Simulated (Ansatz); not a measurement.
[B2H7]- (B₂H₇⁻), relaxed as a singlet with RKS PBE0-D4/def2-TZVPD in Ansatz, starting from the GFN2-xTB geometry. Force threshold 0.02 eV/Å.

Start:

```xyz
9

B     0.368   -1.157    0.516
H     0.003    0.002    0.001
B    -0.368    1.156   -0.516
H     1.554   -1.087    0.681
H    -0.235   -1.267    1.547
H     0.062   -1.991   -0.290
H     0.041    1.162   -1.644
H     0.141    2.004    0.164
H    -1.566    1.178   -0.459
```

| step | energy (eV) | largest force component (eV/Å) | SCF passes |
| --- | --- | --- | --- |
| 1 | -1465.1328 | 0.383 | 13 |
| 2 | -1465.1826 | 0.122 | 18 |
| 3 | -1465.1853 | 0.018 | 18 |
| 4 | -1465.1854 | 0.006 | 12 |
| 5 | -1465.1855 | 0.011 | 18 |
| 6 | -1465.1858 | 0.035 | 17 |
| 7 | -1465.1861 | 0.033 | 16 |
| 8 | -1465.1865 | 0.022 | 17 |
| 9 | -1465.1867 | 0.020 | 17 |
| 10 | -1465.1874 | 0.075 | 17 |
| 11 | -1465.1887 | 0.074 | 19 |
| 12 | -1465.2084 | 0.143 | 17 |
| 13 | -1465.2225 | 0.308 | 16 |
| 14 | -1465.2495 | 0.233 | 18 |
| 15 | -1465.2772 | 0.152 | 17 |
| 16 | -1465.2815 | 0.051 | 18 |
| 17 | -1465.2819 | 0.026 | 18 |
| 18 | -1465.2820 | 0.006 | 19 |

Force components are those of the run's own axes.

End:

```
atom   x (Å)   y (Å)   z (Å)
  B1   0.306  -1.008   0.439
  H2   0.512   0.274   0.250
  B3  -0.333   0.994  -0.452
  H4   1.494  -1.259   0.603
  H5  -0.339  -1.099   1.465
  H6  -0.165  -1.597  -0.506
  H7   0.074   0.962  -1.597
  H8  -0.052   2.039   0.122
  H9  -1.497   0.693  -0.323
```

By distances, no bond broke or formed. The bond that changes most is B1–H4, from 1.20 to 1.22 Å (atoms count from 1).

The force fell under the threshold at step 3, but the optimiser went on and released 0.097 eV more. No frequencies were taken in this run, so the end may be a saddle point.

Run time 12 s (4 threads of Arm Neoverse V1 on a shared host).
